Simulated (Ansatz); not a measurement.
Two structures, one formula

The two ends of one reaction step of CH$_{6}$AlN, singlet (PBE0-D4/def2-TZVP).

A:

Al1  (-1.913, 0.803, -0.651)
N2  (-0.185, -0.129, 0.313)
C3  (1.106, -0.049, -0.376)
H4  (-0.458, -1.095, 0.474)
H5  (-2.694, 0.228, 0.720)
H6  (-0.136, 0.291, 1.237)
H7  (1.913, -0.540, 0.173)
H8  (1.359, 1.000, -0.529)
H9  (1.008, -0.508, -1.360)
(Å)

B:

Al1  (-1.617, -0.236, 0.019)
N2  (0.000, 0.338, 0.442)
C3  (1.260, 0.039, -0.204)
H4  (-1.747, -1.207, -1.226)
H5  (-2.826, 0.260, 0.914)
H6  (0.118, 0.958, 1.230)
H7  (1.967, -0.458, 0.470)
H8  (1.752, 0.938, -0.595)
H9  (1.093, -0.632, -1.050)
(Å)

Computed with Ansatz 0.2.0 (basis: def2-TZVPP); correlated methods freeze the cores. B3LYP uses VWN-RPA correlation.

Q: Which structure is lower at CCSD(T), and by how much? (To be estimated.)

A: Computed: B, by 31.82 kcal/mol (electronic energy, against the other). By their contacts, A is CH₆AlN ([CH3][NH2][AlH]) and B is CH₆AlN ([CH3][NH][AlH2]).

All methods give the same order:

```csv
method,E(B) − E(A) (kcal/mol)
SPW92,-30.32
PBE-D4,-30.17
BLYP-D4,-31.70
r2SCAN-D4,-35.43
B97M-V,-34.83
PBE0-D4,-31.12
B3LYP-D4,-32.63
r2SCAN0-D4,-34.75
BHLYP-D4,-33.71
CAM-B3LYP-D4,-34.48
wB97X-V,-34.93
wB97M-V,-32.15
B2PLYP,-34.19
PBE-QIDH,-33.74
RPA on PBE,-30.10
HF,-34.28
MP2,-35.70
CCSD,-31.81
CCSD(T),-31.82
```

No T1 diagnostic of these runs exceeds 0.012. The restricted Hartree–Fock reference is unstable towards an unrestricted one at one or more of these structures.

Labels in which every atom is bracketed show which atoms are joined, not bond orders.

For scale, one of the runs: CCSD(T)/def2-TZVPP, 188 basis functions, launched by `ansatz run in.yaml --threads 2 --pin off --events-out ev --progress --plain --max-ram 4352MiB`. The run took 29 s on 2 CPU threads of an Intel Xeon Platinum 8488C (shared host), with 1.9 GiB of host memory at its peak.
